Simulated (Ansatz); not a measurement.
Calculated with Ansatz (gas phase, PBE0-D4/def2-TZVP geometries, no zero-point term in ΔE). CCSD(T)/CBS is frozen-core, at the limit of the def2 triple- and quadruple-zeta sets. Functionals use def2-TZVPP. B3LYP here is the variant with VWN-RPA as its local correlation; programs differ in this. Open shells (•) are unrestricted, without spin–orbit coupling. Each species was taken in one conformer, which may not be the lowest.

Consider the homolysis of the C–Si bond: `C[SiH2]O` → `[CH3]`• + `O[SiH2]`•.

(1) What is ΔE at CCSD(T)/CBS? (Best estimate.)

(2) What do these levels give: BLYP-D4, CAM-B3LYP-D4, B3LYP, MP2/def2-QZVPP, CCSD(T)/cc-pV(T+d)Z, CCSD/cc-pV(Q+d)Z? (Best estimate.)

Largest T1 diagnostic among the species: 0.015.

Answers

(1) Ansatz gave: +402.9 kJ/mol.

(2) Ansatz gave: BLYP-D4 373.1, CAM-B3LYP-D4 388.5, B3LYP 372.3, MP2/def2-QZVPP 410.9, CCSD(T)/cc-pV(T+d)Z 393.7, CCSD/cc-pV(Q+d)Z 391.2 kJ/mol.

At CCSD(T), def2-SVP lies −21.7 kJ/mol from the extrapolated value and def2-TZVPP −9.4 kJ/mol: correlation converges slowly with the basis, and small sets miss more of it in the bonded molecule than in its fragments. From BLYP to BHLYP (50 % exact exchange), in def2-TZVPP and without D4, ΔE moves by +13.0 kJ/mol. In def2-TZVPP, CCSD(T) changes the Hartree–Fock value by +102.8 kJ/mol (the triples alone add +7.5 kJ/mol) and MP2 by +114.6 kJ/mol; breaking electron pairs costs correlation energy, which Hartree–Fock lacks.
